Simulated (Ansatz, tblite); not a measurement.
# AlCl2(SiH3) (AlCl2H3Si): rung by rung

The task here is to estimate one member of a computed series from the others.

The runs use Ansatz 0.2.0, Gaussian basis; as each input shows.

Levels to be run: GFN1-xTB, GFN2-xTB, PBE-D4/def2-TZVP, r2SCAN-D4/def2-TZVP, PBE-QIDH/def2-TZVP, BHLYP-D4/def2-TZVP, B3LYP-D4/def2-TZVP, HSE06-D4/def2-TZVP, B97M-V/def2-TZVP, revPBE-D4/def2-TZVP, ωB97M-V/def2-TZVP, PBE-D4/def2-SVP, PBE0-D4/def2-SVP, HF/STO-3G, PBE0-D4/def2-TZVPD, PBE-D4/def2-TZVPD, r2SCAN-D4/def2-TZVPD, CCSD(T)/def2-TZVPP, MP2/def2-TZVP, RPA/def2-TZVP.

### The relaxed structure

The geometry is that of the singlet, from an earlier relaxation (PBE0-D4/def2-SVP).

7 atoms, charge 0, spin multiplicity 1.

Bond lengths: Al1–Cl2 2.100 Å, Al1–Cl3 2.100 Å, Al1–Si4 2.430 Å, Si4–H5 1.495 Å, Si4–H6 1.495 Å, Si4–H7 1.497 Å. Angles: Cl2–Al1–Cl3 116.4°, Cl2–Al1–Si4 121.7°, Cl3–Al1–Si4 121.9°, Al1–Si4–H5 110.5°, Al1–Si4–H6 110.4°, Al1–Si4–H7 109.4°, H5–Si4–H6 109.4°, H5–Si4–H7 108.6°, H6–Si4–H7 108.5°.

PBE0-D4/def2-TZVP was run before; its log isn't repeated, and its numbers join the tables.

The first run:

Tight binding, by tblite at 300 K electronic temperature and without a spin-polarisation term:

```python
tblite.interface.Calculator('GFN1-xTB', numbers, positions, charge=0, uhf=0).singlepoint()
```

Tight binding, by tblite at 300 K electronic temperature and without a spin-polarisation term:

```python
tblite.interface.Calculator('GFN2-xTB', numbers, positions, charge=0, uhf=0).singlepoint()
```

start.molden holds the orbitals of an earlier run on this state, given as this run's starting guess.

Contents of in.yaml:

```yaml
crystal:
  periodic: [false, false, false]
  atoms:
    - {symbol: Al, position_ang: [0.643319, 1.121248, 0.011059]}
    - {symbol: Cl, position_ang: [2.742393, 1.189186, 0.034709]}
    - {symbol: Cl, position_ang: [-0.349532, 2.971482, -0.033077]}
    - {symbol: Si, position_ang: [-0.567605, -0.985723, 0.006548]}
    - {symbol: H, position_ang: [-1.904818, -0.823077, 0.654542]}
    - {symbol: H, position_ang: [0.210421, -2.036006, 0.732026]}
    - {symbol: H, position_ang: [-0.774178, -1.437111, -1.405797]}
basis:
  gaussian: {orbitals: def2-TZVP, initial_orbitals: start.molden}
hamiltonian: {xc: pbe, dispersion: d4}
scf: {omitted_lower_state_checks: [starts]}
output: {orbitals: {seedname: orbitals}}
```

The run is started by

```
ansatz run in.yaml --threads 4 --pin off --events-out ev --progress --plain --max-ram 3916MiB
```

Steps of the session up to this table: PBE-D4/def2-TZVP; r2SCAN-D4/def2-TZVP; PBE-QIDH/def2-TZVP; BHLYP-D4/def2-TZVP; B3LYP-D4/def2-TZVP; HSE06-D4/def2-TZVP; B97M-V/def2-TZVP; revPBE-D4/def2-TZVP; ωB97M-V/def2-TZVP; PBE-D4/def2-SVP; PBE0-D4/def2-SVP; HF/STO-3G; PBE0-D4/def2-TZVPD; PBE-D4/def2-TZVPD; r2SCAN-D4/def2-TZVPD; CCSD(T)/def2-TZVPP; MP2/def2-TZVP; RPA/def2-TZVP.

One of the session's tables, all rows but one given; the rest of the session is left out.

It belongs to the step «Levels side by side». 

| level | HOMO (eV) | gap (eV) |
| --- | --- | --- |
| HF/STO-3G | -8.76 | 15.37 |
| PBE-D4/def2-SVP | -7.14 | 4.67 |
| PBE-D4/def2-TZVP | -7.21 | 4.59 |
| PBE-D4/def2-TZVPD | -7.25 | 4.57 |
| revPBE-D4/def2-TZVP | -7.17 | 4.63 |
| r2SCAN-D4/def2-TZVP | -7.48 | 5.05 |
| r2SCAN-D4/def2-TZVPD | -7.50 | 5.03 |
| B97M-V/def2-TZVP | -7.55 | 4.99 |
| B3LYP-D4/def2-TZVP | -8.13 | 6.09 |
| PBE0-D4/def2-SVP | -8.33 | 6.54 |
| PBE0-D4/def2-TZVP | -8.35 | 6.45 |
| PBE0-D4/def2-TZVPD | ? | ? |
| HSE06-D4/def2-TZVP | -7.95 | 5.69 |
| BHLYP-D4/def2-TZVP | -9.36 | 8.30 |
| ωB97M-V/def2-TZVP | -10.33 | 10.16 |

Q: Estimate the row for PBE0-D4/def2-TZVPD from the others.

The run gave: HOMO (eV): -8.37; gap (eV): 6.43. In the column «HOMO (eV)» it lies between HF/STO-3G (-8.76) and PBE0-D4/def2-TZVP (-8.35).
